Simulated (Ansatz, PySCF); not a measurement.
Bond stretch in CH6Si, SMILES C[SiH3]. The C1–Si5 bond (C1 also carries H, H, H; Si5 carries H, H, H) is varied alone, starting from the PBE0/def2-TZVP optimised geometry.

- RKS-PBE = Ansatz (an electronic-structure program) with restricted PBE/cc-pVDZ
- UKS-PBE = unrestricted PBE/cc-pVDZ run with Ansatz
- UKS-B3LYP = unrestricted B3LYP/cc-pVDZ in PySCF 2.14.0
- UCCSD(T) = CCSD(T) on UHF/cc-pVDZ, 6 core orbitals frozen in PySCF 2.14.0

Energies relative to the lowest point of each curve near equilibrium, in kJ/mol; the last columns give the difference from UCCSD(T):

```tsv
R / Å	RKS-PBE	UKS-PBE	UKS-B3LYP	UCCSD(T)	RKS-PBE − UCCSD(T)	UKS-PBE − UCCSD(T)	UKS-B3LYP − UCCSD(T)
1.40	472.6	472.6	469.2	493.1	-20.5	-20.5	-24.0
1.51	234.4	234.4	231.3	245.1	-10.7	-10.7	-13.7
1.58	139.3	139.3	136.7	145.9	-6.5	-6.5	-9.1
1.68	55.4	55.4	53.6	58.1	-2.7	-2.7	-4.5
1.76	19.6	19.6	18.3	20.5	-1.0	-1.0	-2.2
1.83	4.2	4.2	3.6	4.4	-0.2	-0.2	-0.9
1.87	0.6	0.6	0.3	0.6	0.0	0.0	-0.4
1.91	0.0	0.0	0.0	0.0	0.0	0.0	0.0
1.97	3.6	3.6	4.2	3.8	-0.2	-0.2	0.3
2.08	20.7	20.7	22.2	21.9	-1.1	-1.1	0.3
2.19	46.4	46.4	48.9	49.0	-2.5	-2.5	-0.1
2.33	85.5	85.5	89.3	90.0	-4.5	-4.5	-0.7
2.51	139.1	139.1	144.7	145.8	-6.7	-6.7	-1.0
2.84	232.0	232.0	241.6	244.2	-12.1	-12.1	-2.6
3.08	289.6	289.6	302.1	302.9	-13.2	-13.2	-0.8
3.36	344.9	343.2	346.7	350.6	-5.7	-7.4	-3.9
3.79	407.4	381.7	376.6	379.7	27.7	2.0	-3.1
4.07	436.5	392.3	384.9	385.4	51.1	6.9	-0.6
4.53	469.6	400.0	390.9	388.8	80.8	11.2	2.1
5.09	493.2	403.2	393.3	390.1	103.2	13.1	3.3
5.55	504.1	404.1	394.0	390.5	113.6	13.6	3.5
6.47	513.6	404.5	394.2	390.7	122.9	13.7	3.5
```

RKS-PBE is furthest from UCCSD(T) at 6.47 (122.9 kJ/mol, above); its mean absolute difference over the points is 26.7 kJ/mol.

UKS-PBE is furthest from UCCSD(T) at 1.40 (-20.5 kJ/mol, below); its mean absolute difference over the points is 6.8 kJ/mol.

UKS-B3LYP is furthest from UCCSD(T) at 1.40 (-24.0 kJ/mol, below); its mean absolute difference over the points is 3.7 kJ/mol.

The restricted form behind RKS-PBE keeps the bonding electrons paired and can't separate into open-shell fragments. The unrestricted determinant behind UKS-PBE is spin-contaminated at 3.36 to 6.47 Å (<S²> up to 1.0, against 0.00 for a pure singlet). The unrestricted determinant behind UKS-B3LYP is spin-contaminated at 3.08 to 6.47 Å (<S²> up to 1.0, against 0.00 for a pure singlet). The unrestricted determinant behind UCCSD(T) is spin-contaminated at 2.84 to 6.47 Å (<S²> up to 1.0, against 0.00 for a pure singlet).
